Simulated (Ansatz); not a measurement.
Geometry optimisation, UKS B3LYP-D4/def2-SVP in Ansatz 0.2.0.

The input (input.yaml):

```yaml
crystal:
  periodic: [false, false, false]
  atoms:
    - { symbol: H, position_ang: [-0.129546, -1.385857, 0.420104] }
    - { symbol: C, position_ang: [0.232359, -0.409062, 0.030241] }
    - { symbol: O, position_ang: [0.818726, -0.655775, -1.164279] }
    - { symbol: C, position_ang: [-0.673309, 0.829608, 0.011585] }
    - { symbol: "N", position_ang: [-1.296684, 1.802486, -0.05938] }
    - { symbol: H, position_ang: [1.048354, -0.1815, 0.761727] }
magnetization:
  spin_polarized: true
  initial_magnetization: 1
basis:
  gaussian: { orbitals: def2-SVP }
hamiltonian:
  xc: b3lyp
  dispersion: d4
relax:
  f_tol: 0.03
  max_steps: 50
```

Command:

```bash
$ ansatz run input.yaml --threads 2 --pin off --max-ram 3072MiB --backend cpu --events-out ev --progress --plain --runs-dir out
```

Q: Where does it end, and by what steps?

A: The forces met the threshold. After 5 steps the energy has fallen by 0.146 eV; H1 moved furthest, 0.18 Å.

```json
{"step": "0", "energy less start (eV)": "0.0000", "largest force component (eV/Å)": "1.521", "accepted": "yes"}
{"step": "1", "energy less start (eV)": "-0.1327", "largest force component (eV/Å)": "0.320", "accepted": "yes"}
{"step": "2", "energy less start (eV)": "-0.1427", "largest force component (eV/Å)": "0.124", "accepted": "yes"}
{"step": "3", "energy less start (eV)": "-0.1439", "largest force component (eV/Å)": "0.101", "accepted": "yes"}
{"step": "4", "energy less start (eV)": "-0.1455", "largest force component (eV/Å)": "0.090", "accepted": "yes"}
{"step": "5", "energy less start (eV)": "-0.1457", "largest force component (eV/Å)": "0.009", "accepted": "yes"}
```

```xyz
6
Properties=species:S:1:pos:R:3
H -0.254 -1.256 0.413
C 0.286 -0.366 0.011
O 0.849 -0.689 -1.175
C -0.630 0.800 0.006
N -1.341 1.713 -0.023
H 1.090 -0.201 0.767
```

Time of the run: 13 s on 2 threads of Arm Neoverse V1, with other jobs on the host, peak memory 0.15 GiB.
